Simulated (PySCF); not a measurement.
**Name the molecule from its bond curve**

A diatomic of charge 0 contains O. Its doublet curve at PBE0 in a double-zeta basis (no relativity, PySCF), in eV from the separated fragments:

(R (Å), E (eV)): (1.469, -2.962), (1.537, -3.229), (1.605, -3.378), (1.657, -3.432), (1.708, -3.447), (1.759, -3.432), (1.828, -3.375), (1.913, -3.262), (2.015, -3.087), (2.152, -2.819)

The fit gives ωe = 808 cm⁻¹ and the rotational constant Bₑ = 1.188 cm⁻¹.

Question: Which atom is the partner?

Answer: The minimum lies at 1.706 Å, so the reduced mass is 16.8576 u Å² cm⁻¹/(Bₑ·Re²) = 4.876 u. With O at 15.99 u the partner weighs about 7.0 u: Li. The molecule is LiO.

The state is the lowest determinant that a PBE0 search found; another state may lie lower at other levels.
